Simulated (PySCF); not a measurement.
# C₃H₃N₂−: geometry, NMR shifts, spin-spin couplings, electronic excitations and core binding energies

What NMR shifts, spin-spin couplings, electronic excitations and core binding energies should C₃H₃N₂− (`c1cn[n-]c1`) show?

The runs use PySCF 2.14.0, with density-fitted response routines of our own; the level of theory stands in each step. All values are computed, except where a source is named. Atoms are numbered from 0 throughout.

## (1) The starting structure

8 atoms, charge -1, multiplicity 1; geometry from: GFN2-xTB.

Bonds of the start (Å): C0–C1 1.39, C1–N2 1.33, N2–N3 1.34, N3–C4 1.33, C4–C0 1.39, C0–H5 1.08, C1–H6 1.09, C4–H7 1.09.

## (2) Optimising the geometry at PBE0-D3(BJ)/def2-SVP

Job settings and geometry (Å):

```
{"job": {"xc": "PBE0", "basis": "def2-SVP", "d3": "d3bj", "grid": 1, "kind": "geom"}, "charge": -1, "multiplicity": 1}
C      0.046540     0.709090    -0.321220
C     -1.086890    -0.022920     0.021800
N     -0.744250    -1.203470     0.541170
N      0.594630    -1.280880     0.553600
C      1.081190    -0.147680     0.043590
H      0.104810     1.696740    -0.762550
H     -2.129610     0.257910    -0.084570
H      2.151690     0.010040    -0.040950
```

The run is started by

```bash
$ OMP_NUM_THREADS=1 python probes_run.py task.json out
```

One launch serves the whole session: the jobs run in the order shown.

**Question.** This job is followed by: GIAO PBE0/pcSseg-1 NMR shielding, non-relativistic, gas phase; B3LYP/pcJ-1 indirect spin-spin coupling, non-relativistic, gas phase; TDDFT wB97X-D/def2-SVPD, vertical, gas phase, core orbitals frozen in the response; GIAO PBE/pcSseg-2 NMR shielding, non-relativistic, gas phase; delta-SCF UKS SCAN, pcX-2 on the ionised atom, pcseg-1 elsewhere, spin-free X2C. What will the session give for the following? point group; rotational constants (main isotopes); ¹³C shifts against TMS (PBE0/pcSseg-1, means over atoms taken as alike); ¹H shifts against TMS (PBE0/pcSseg-1, means over atoms taken as alike); ¹⁵N shifts against NH3 (PBE0/pcSseg-1, means over atoms taken as alike); largest coupling of the table (B3LYP/pcJ-1); lowest singlet (wB97X-D/def2-SVPD); lowest triplet; vertical ionisation energy (ΔSCF); C1s binding energies, SCAN/pcX-2; N1s binding energies, SCAN/pcX-2; range of the shift of N2.

The runs gave:

```
                                                               quantity                        value
                                                            point group                          C2v
                                   rotational constants (main isotopes)         9.99, 9.82, 4.95 GHz
¹³C shifts against TMS (PBE0/pcSseg-1, means over atoms taken as alike)              134.4, 96.9 ppm
 ¹H shifts against TMS (PBE0/pcSseg-1, means over atoms taken as alike)               6.99, 5.58 ppm
¹⁵N shifts against NH3 (PBE0/pcSseg-1, means over atoms taken as alike)                    371.9 ppm
                            largest coupling of the table (B3LYP/pcJ-1)      ¹J(C,H) C1–H6, 171.9 Hz
                                     lowest singlet (wB97X-D/def2-SVPD)  5.55 eV (224 nm), f = 0.040
                                                         lowest triplet                      5.26 eV
                                      vertical ionisation energy (ΔSCF)                      3.23 eV
                                       C1s binding energies, SCAN/pcX-2      C1 284.76, C0 284.35 eV
                                       N1s binding energies, SCAN/pcX-2                 N2 398.44 eV
                                               range of the shift of N2           368.6 to 371.9 ppm
```

**Reading.** Relaxing lowered the energy by 0.020 eV in 5 steps; the close pair that moved most is C0–C4, from 1.392 to 1.405 Å. No frequency check was run at this level, so the end point may be a saddle. At PBE0/pcSseg-1: The largest span, 529 ppm, is at N2, N3, where the paramagnetic term is -434 ppm. In the run at B3LYP/pcJ-1, the largest coupling of the table is C1–H6 (mean over like pairs), 171.9 Hz, of which the Fermi-contact term gives 169.6 Hz. The lowest singlet, at 5.55 eV, is HOMO−1→LUMO 0.96 and is weak. The lowest triplet lies 0.28 eV below the lowest singlet (triplets in Tamm-Dancoff, singlets in full TDDFT). In the gas-phase run even the lowest singlet lies above the computed detachment energy of this anion, so its states are not to be taken as bound. At wB97X-D/def2-SVPD, all states lie near or above the ionisation energy, where they hang on the basis. The orbital energy would give 2.94 eV for ionisation, ΔSCF gives 3.23 eV. C1 (aromatic CH next to a ring nitrogen) binds its C1s electron 0.41 eV more tightly than C0 (aromatic CH). In ppm, N2 (with its like atoms) moves most: its shift spreads over 3.2 ppm, from 368.6 (PBE/pcSseg-2) to 371.9 (PBE0/pcSseg-1).
